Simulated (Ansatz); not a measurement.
## [H···H···NH], triplet: transfer scan

Starting geometry:

```xyz
4

H    -1.8409    0.0594    0.0000
H    -1.0959    0.0594    0.0000
N     0.1791    0.0594    0.0000
H     0.4482   -0.9448    0.0000
```

From there H2 is moved from one fragment to the other while all else, the fragments' distance too, stays fixed; atoms are numbered as listed. Energies are in kcal/mol, counted from the starting geometry at the same level. Kohn–Sham curves are unrestricted where that lies lower.

Basis cc-pVDZ; Ansatz 0.2.0. Correlated methods freeze the noble-gas cores.

In so small a basis the reference is far from its limit while semilocal and hybrid functionals are nearer theirs (RPA and double hybrids share much of the reference's basis error), so the functionals' errors here hold much of the reference's basis and frozen-core error, which can add to them or hide them.

Full CI is exact within this basis and frozen core; it isn't the basis-set limit.

```csv
distance H1-H2 (Å),full CI,PBE,r2SCAN,PBE0,B3LYP,BHLYP,wB97X-V,wB97M-V,B2PLYP,RPA-PBE
0.693,2.0,3.8,3.3,3.1,3.0,2.2,2.7,2.7,2.5,2.6
0.745,0.0,0.0,0.0,0.0,0.0,0.0,0.0,0.0,0.0,0.0
0.779,-0.5,-1.5,-1.3,-1.1,-1.0,-0.6,-0.9,-0.9,-0.8,-0.8
0.812,-0.6,-2.4,-2.0,-1.8,-1.6,-0.8,-1.3,-1.3,-1.2,-1.2
0.846,-0.5,-2.9,-2.5,-2.1,-1.8,-0.8,-1.4,-1.4,-1.4,-1.2
0.879,-0.3,-3.0,-2.6,-2.2,-1.8,-0.7,-1.3,-1.3,-1.4,-1.0
0.913,0.0,-2.8,-2.5,-2.0,-1.4,-0.4,-1.0,-1.0,-1.2,-0.6
0.946,0.5,-2.1,-2.0,-1.5,-0.8,0.0,-0.5,-0.4,-0.8,0.2
0.980,1.4,-0.8,-1.1,-0.5,0.3,0.8,0.5,0.6,0.1,1.5
```

**Question.** Judged by the spread of the error over the points with a reference (largest less smallest), which of these follows full CI best and which worst?

**Answer.** Subtracting the full CI column from each: best BHLYP (errors from -0.6 to 0.1, spread 0.8 kcal/mol), worst PBE (from -2.8 to 1.7, spread 4.5 kcal/mol). Functionals and wave-function methods converge differently with the basis, so part of this is basis effect.
